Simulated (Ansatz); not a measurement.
We consider antiferromagnetic (type II) rock-salt NiO, described by r²SCAN0 (Ansatz, a quantum-chemistry and plane-wave program, PAW).

Run with plane-wave cutoff 520 eV, 10×10×10 k mesh, Fermi–Dirac smearing 0.01 eV, spin-polarised with opposed moments, scalar-relativistic PAW data made under PBE.

Cell (relaxed at this level):

```
NiO
1.0
    4.15412     2.07331     2.07331
    2.07331     4.15412     2.07331
    2.07331     2.07331     4.15412
Ni O
2 2
Direct
  0.00000   0.00000   0.00000
  0.50000   0.50000   0.50000
  0.25000   0.25000   0.25000
  0.75000   0.75000   0.75000
```
Starting moments (μB, in the order of the record's atoms Ni Ni O O): 2.0 -2.0 0.0 0.0.

Q: Predict the band gap, smallest direct gap on the k points sampled and magnetic moment (largest site, within a sphere).

A: 
- band gap = 5.90 eV (on the SCF k mesh) (indirect)
- smallest direct gap on the k points sampled = 6.60 eV
- magnetic moment (largest site, within a sphere) = 1.72 μB

Moments are spin moments.

The computed numbers hold no vibrational or temperature effects.

Computing time: about 2.1 core-hours (a rough figure).
